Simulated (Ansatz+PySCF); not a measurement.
A calculation with PySCF 2.14.0.

```python
from pyscf import gto, scf, cc

mol = gto.M(atom="""
F 0.000000 0.000000 0.000000
F 0.000000 0.000000 1.420000
""", basis='6-31g', charge=1, spin=1)
mf = scf.UHF(mol)
mf.kernel()
mycc = cc.CCSD(mf, frozen=2).run()
et = mycc.ccsd_t()
print(mf.e_tot, mycc.e_corr, et, mycc.e_tot + et)
```

The script is written out from the run's settings.

The run gave:

```
Converged                       : yes
Reference energy                : -198.03381 hartree
CCSD correlation energy         : -0.30838 hartree
Triples correction              : -0.01175 hartree
Total energy                    : -198.35393 hartree
Spin squared of the determinant : 0.763
```

This is not the lowest solution: another run reaches a determinant 1.75 eV lower.
